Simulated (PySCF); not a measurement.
Reaction (SMILES): N#P (N-P) + 3 [H][H] (H2) → N (NH3) + P (PH3)
B3LYP-D3(BJ)/def2-TZVP geometries, fixed; electronic energies without zero-point terms.

Effect of the grid level at M06-2X/def2-TZVP with PySCF, against the last row, where the energy of full hydrogenation is -68.31 kcal/mol. Cost is core time over that of grids.level: 3, rough, on shared machines of one kind; a dash marks a row that isn't timed (too short, read off another run, short of memory, by another algorithm or on other hardware).

```tsv
setting	grid points, largest species	largest shift of a total energy (mEh)	shift of the energy of full hydrogenation (kcal/mol)	cost
grids.level: 0	2928	77.699	-2.057	-
grids.level: 1	12536	-0.347	0.237	-
grids.level: 2	27112	0.081	0.009	0.7×
grids.level: 3	43328	0.004	0.002	1×
grids.level: 4	75000	-0.001	0.000	2×
grids.level: 5	112736	0.001	-0.001	2×
grids.level: 7	235424	0.000	0.000	4×
```

Within 0.3 kcal/mol in the energy of full hydrogenation: grids.level: 1; grids.level: 2; grids.level: 3; grids.level: 4; grids.level: 5. The largest shift is 77.699 mEh in a total energy and 2.057 kcal/mol in the difference.
